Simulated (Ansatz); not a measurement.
**CH₄NNa (SMILES C[NH][Na]): functionals against CCSD(T) at one geometry**

The task here is to estimate one member of a computed series from the others.

Method: single points in def2-TZVPP; program: Ansatz 0.2.0, Gaussian basis.

Correlated methods freeze the cores. The outer core shell of Li, Na, Mg and K is correlated.

**The starting structure**

SMILES `C[NH][Na]`, 7 atoms, charge 0, spin multiplicity 1.

Atoms are counted from 1 here; the program's logs count them from 0.

Bond lengths: C1–N2 1.510 Å, C1–H4 1.130 Å, C1–H5 1.119 Å, C1–H6 1.163 Å, N2–Na3 2.199 Å, N2–H7 1.074 Å. Angles: N2–C1–H4 115.7°, N2–C1–H5 111.0°, N2–C1–H6 110.8°, H4–C1–H5 107.2°, H4–C1–H6 106.3°, H5–C1–H6 105.2°, C1–N2–Na3 123.8°, C1–N2–H7 105.6°, Na3–N2–H7 118.4°.

Geometry (Å):

```xyz
7
charge 0, multiplicity 1
C    -0.43440    0.35770   -0.40760
N     0.62430   -0.10440    0.56500
Na    0.52790   -2.00510    1.66630
H    -0.37490   -0.08670   -1.44480
H    -1.45990    0.14420   -0.01470
H    -0.39470    1.51180   -0.54430
H     1.56240    0.18690    0.13160
```

Set-up of the first run:

The input, run/in.yaml:

```yaml
crystal:
  periodic: [false, false, false]
  atoms:
    - {symbol: C, position_ang: [-0.434400, 0.357700, -0.407600]}
    - {symbol: N, position_ang: [0.624300, -0.104400, 0.565000]}
    - {symbol: Na, position_ang: [0.527900, -2.005100, 1.666300]}
    - {symbol: H, position_ang: [-0.374900, -0.086700, -1.444800]}
    - {symbol: H, position_ang: [-1.459900, 0.144200, -0.014700]}
    - {symbol: H, position_ang: [-0.394700, 1.511800, -0.544300]}
    - {symbol: H, position_ang: [1.562400, 0.186900, 0.131600]}
basis:
  gaussian: {orbitals: def2-TZVPP}
correlation: {method: ccsd_t}
output: {forces: true}
```

The command line of these runs was not kept.

Among the steps run: CCSD(T)/def2-TZVPP; PBE0-D4/def2-TZVPP; wB97M-V/def2-TZVPP; r2SCAN-D4/def2-TZVPP; PBE-D4/def2-TZVPP; BLYP-D4/def2-TZVPP; SPW92/def2-TZVPP.

One table of the session follows, with a row left open; its other results are not shown here.

```
   method  RMS force component (eV/Å)  angle to CCSD(T) forces (°)  dipole (D)
  CCSD(T)                       0.733                    reference        7.24
  PBE0-D4                       0.783                         10.0        6.85
  wB97M-V                       0.785                          4.6        7.17
r2SCAN-D4                           ?                            ?           ?
   PBE-D4                       0.623                         12.1        5.71
  BLYP-D4                       0.600                          9.6        5.43
    SPW92                       0.678                         22.1        5.84
```

**Question.** Estimate the row for r2SCAN-D4.

**Answer.** RMS force component (eV/Å): 0.728; angle to CCSD(T) forces (°): 6.5; dipole (D): 6.73. In the column «RMS force component (eV/Å)» it lies between SPW92 (0.678) and CCSD(T) (0.733).
